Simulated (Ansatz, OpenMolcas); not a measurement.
**CH2O2 (formic acid): from total energies to a heat of formation**

CH2O2: 5 atoms, total charge 0, spin state singlet. SMILES: `O=CO`. Geometry: relaxed at PBE0-D4/def2-TZVP. This is one conformer, not always the lowest.

```xyz
5

O    -0.3871   -0.4257    1.2053
C    -0.2309   -0.3472    0.0240
O     0.4570    0.6133   -0.5980
H    -0.6318   -1.0550   -0.7151
H     0.7928    1.2147    0.0838
```

Total energies at revPBE/cc-pVTZ (OpenMolcas 26.06); the atoms run unrestricted:

```
species    state  energy (Eh)
  CH2O2  singlet  -189.783802
      O  triplet   -75.066245
      C  triplet   -37.844387
      H  doublet    -0.504126
```

Harmonic wavenumbers at PBE0-D4/def2-TZVP, in cm⁻¹: 636, 693, 1063, 1150, 1317, 1404, 1854, 3064, 3765.

Measured heats of formation of the gaseous atoms at 298.15 K, in kJ/mol: O 249.2, C 716.9, H 218.0. Spin-orbit lowering of the atoms at 298 K (mean of the ground term's levels less their thermal mean, from spectra), in kJ/mol: O 0.40, C 0.02. Take 1 Eh = 2625.50 kJ/mol, 1 cm⁻¹ = 0.0119627 kJ/mol, RT = 2.479 kJ/mol.

**Question.** Work out the heat of formation of the gas at 298 K.

**Answer.** 
1. Electronic atomisation energy: 2 × (-75.066245) + (-37.844387) + 2 × (-0.504126) − (-189.783802) = 0.798673 Eh = 2096.9 kJ/mol.
2. Zero-point energy: half the sum of the wavenumbers, 7473 cm⁻¹ = 89.4 kJ/mol.
3. Thermal vibrational enthalpy, Σ hcν̃/(exp(hcν̃/kT) − 1): 0.9 kJ/mol. Translation, rotation and pV of a non-linear molecule: 4 RT = 9.9 kJ/mol.
4. The 5 free atoms carry 5/2 RT each: 31.0 kJ/mol.
5. Spin-orbit coupling lowers the free atoms by 2 × 0.40 + 0.02 = 0.8 kJ/mol.
6. Atomisation enthalpy at 298 K: 2096.9 − 0.8 − 89.4 − 0.9 − 9.9 + 31.0 = 2026.9 kJ/mol.
7. Sum of the atoms' heats of formation: 1651.3 kJ/mol. Heat of formation: 1651.3 − 2026.9 = -375.6 kJ/mol.

The tabulated value is -378.7 kJ/mol (CRC Handbook of Chemistry and Physics), so this level is off by +3.1 kJ/mol, or 0.2 % of the atomisation enthalpy. Anharmonicity and any spin-orbit splitting of the molecule are left out.
